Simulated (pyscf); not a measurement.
Optimised with ωB97X-D3(BJ)/def2-SVP in PySCF.

`[CH3][InH][CH3]` + `[SH2]` → `[CH4]` + `[CH3][InH][SH]`
Surface: singlet. Broken: C–In, H–S. Formed: C–H, In–S. Give ΔE‡ and ΔE from B3LYP-D3(BJ)/def2-TZVP, relative to the separated reactants.

ΔE‡ = 39.6 kJ/mol, ΔE = -137.8 kJ/mol. ωB97M-D3(BJ)/def2-TZVP gives 50.7 kJ/mol and -131.4 kJ/mol. Zero-point energy shifts the barrier by +1.8 kJ/mol. It is a four-centre exchange, with an imaginary mode of 1308i cm⁻¹. On the reactant side the descent ends in an adduct with a In–S contact, 49.8 kJ/mol under the separated species and 83.1 kJ/mol under the saddle at ωB97X-D3(BJ)/def2-TZVP. What is counted as formed (In–S) is already present as a longer contact in the reactant adduct; forming that adduct is a step of its own. At ωB97X-D3(BJ)/def2-TZVP the barrier from the zero used here is 33.3 kJ/mol. One saddle was located; it need not be the lowest between these sides. Elements past Kr carry the def2 core potentials, without spin-orbit coupling.
